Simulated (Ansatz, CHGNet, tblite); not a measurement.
# Elastic constant C11 of wurtzite GaN: levels of theory against measurement

Reference value: 390 GPa (measured, temperature not stated, no zero-point or thermal correction, our sources range from 359 to 390; as tabulated in Oses et al. (2018), arXiv:1811.08464).

```tsv
level (code)	value (GPa)	cell (Å³/atom)
GFN1-xTB (tblite)	174	12.90
CHGNet-r²SCAN	264	11.42
LDA (Ansatz)	368	11.05
PBE (Ansatz)	?	11.76
PBE-D3(BJ) (Ansatz)	?	11.52
r²SCAN+rVV10 (Ansatz)	366	11.30
HSE06 (Ansatz)	367	11.37
```

Task: What belongs in the gaps?

Result: 
- PBE (Ansatz, an electronic-structure program), value (GPa): 324
- PBE-D3(BJ) (Ansatz), value (GPa): 334

Differences against the reference: GFN1-xTB -55 %, CHGNet-r²SCAN -32 %, LDA -5.6 %, PBE -16.9 %, PBE-D3(BJ) -14.4 %, r²SCAN+rVV10 -6.2 %, HSE06 -5.9 %.

The reference's temperature isn't stated, so close values are not ranked against it. Off by more than 25 %, or 35 % on the side where a correction would as a rule narrow the miss (bounds picked here): GFN1-xTB (-55 %), CHGNet-r²SCAN (-32 %).

The measured value isn't corrected to a static lattice, so vibrations enter the comparison. A static lattice is as a rule stiffer than a warm one, by over a tenth in soft solids.  GFN1-xTB: the method was fitted mainly to molecules. GFN1-xTB: the run uses a supercell at the zone centre in place of a k mesh. PBE-D3(BJ): the dispersion coefficients are held fixed in the derivatives. Each level is taken at its own relaxed cell. Cutoffs and k meshes differ between the levels. Ansatz's density-functional and Hartree–Fock values are scalar-relativistic unless marked +SOC, with PAW data made under PBE.

Machine-learned potentials (CHGNet-r²SCAN) are trained on DFT data: a solid inside that data is no test of them.

Differences are worked out from the printed values.
